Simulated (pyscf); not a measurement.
Single points on ωB97X-D3(BJ)/def2-SVP structures (PySCF, gas phase).

Question: Estimate the classical barrier height and the reaction energy of Cl–Ge(Cl)(Cl)–Cl + HCl → Cl–GeH(Cl)–Cl + Cl–Cl at ωB97M-D3(BJ)/def2-TZVP. The step runs on the singlet surface, breaks Cl–Ge, Cl–H and forms Ge–H, Cl–Cl; take the separated reactants as zero.

Answer: ΔE‡ = 5.29 eV, ΔE = +2.38 eV. Zero-point energy shifts the barrier by -0.08 eV. It is a four-centre exchange, with an imaginary mode of 2061i cm⁻¹. From the product side, Cl• + Cl• + Cl–GeH(Cl)–Cl lies, by one bond made or cut, 0.36 eV under this saddle at ωB97M-D3(BJ). The same reactants have a lower exit, to Cl• + Cl–Ge•(Cl)–Cl + HCl (no saddle counted: cutting one bond costs +3.94 eV at ωB97M-D3(BJ), against +5.29 eV here). This is the saddle that the search found; another between the same sides may lie lower. One closed-shell reference is unstable to symmetry breaking; treat the single-reference values with care. Elements up to Kr have no core potential and no relativistic terms here.
